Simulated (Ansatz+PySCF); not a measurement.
# doublet C₂H₈N: levels of theory in one basis

```xyz
11

C    -1.4857   -0.4482    0.0000
C    -0.5050    0.7017    0.0000
N     1.8652   -0.3402   -0.0001
H    -1.3542   -1.0765   -0.8805
H    -1.3542   -1.0766    0.8804
H    -2.5170   -0.0862    0.0000
H    -0.5222    1.3161   -0.8972
H    -0.5222    1.3160    0.8973
H     0.6651    0.1480    0.0000
H     2.2466    0.1597   -0.8048
H     2.2464    0.1591    0.8052
```

Basis set: cc-pVTZ (spherical functions). Left uncorrelated: 3 orbitals. Correlation on ROHF uses semicanonical orbitals with singles. Charge 0, multiplicity 2.

Computed with Ansatz (development build ahead of 0.2.0); each method stands on the lowest determinant of its kind that the runs found.

```tsv
method	E − E(ROHF) (eV)	<S²> of the determinant
ROHF	0.00	0.75
UHF	-0.37	0.79
ROHF-MP2	-16.40	–
```

What does UHF-MP2 give on the same scale?

-16.24 eV.

Is a single determinant a sound starting point here?

By this sign, yes. Unrestricted orbitals gain 0.37 eV and <S²> is 0.79 against 0.75 for a pure state.
